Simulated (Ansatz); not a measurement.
**AlH2O (doublet): from Hartree-Fock to the top rungs, def2-QZVPP**

One table from this session's results is given with a row withheld; the runs are named, their logs left out.

Method: def2-QZVPP, core rule «outside noble gas», up to 6 orbitals frozen; program: Ansatz 0.2.0, Gaussian basis.

The runs, in order: UHF; ROHF; CCSD(T) on UHF.

2 further runs of the same task are left out: 2 set aside as unsound or not needed.

### The geometry

The geometry is a PBE0/def2-TZVP stationary point (not a proven minimum).

4 atoms, charge 0, spin multiplicity 2.

Atoms are counted from 1 here; the program's logs count them from 0.

Bond lengths: Al1–O2 1.700 Å, Al1–H3 1.613 Å, O2–H4 0.957 Å. Angles: O2–Al1–H3 118.4°, Al1–O2–H4 124.9°.

As a file:

```
Al    0.0000   -0.0790    0.6344
O     0.0000    0.0002   -1.0633
H     0.0000    1.3020    1.4673
H     0.0000    0.8101   -1.5729
```

The first run:

Input file in.yaml:

```yaml
crystal:
  periodic: [false, false, false]
  atoms:
    - {symbol: Al, position_ang: [0.000000, -0.079020, 0.634433]}
    - {symbol: O, position_ang: [0.000000, 0.000201, -1.063260]}
    - {symbol: H, position_ang: [0.000000, 1.302005, 1.467317]}
    - {symbol: H, position_ang: [0.000000, 0.810086, -1.572931]}
basis:
  gaussian: {orbitals: "def2-QZVPP.json"}
magnetization: {spin_polarized: true, initial_magnetization: 1}
hamiltonian: {xc: hf}
output: {orbitals: {seedname: orbitals}}
```

The run is started by

```sh
ansatz run in.yaml --threads 1 --pin off --events-out ev --progress --plain --max-ram 2393MiB
```

Among the steps run: UHF; ROHF; CCSD(T) on UHF.

One of the session's tables, all rows but one given; the rest of the session is left out.

```
  method  from UCCSD(T) (kcal/mol)
    ROHF                   +220.95
     UHF                   +220.22
    UMP2                         ?
   UCCSD                     +7.63
UCCSD(T)                         0
```

Estimate the missing values for UMP2.

**Answer.** from UCCSD(T) (kcal/mol): +13.15. In the column «from UCCSD(T) (kcal/mol)» it lies between UCCSD (+7.63) and UHF (+220.22).
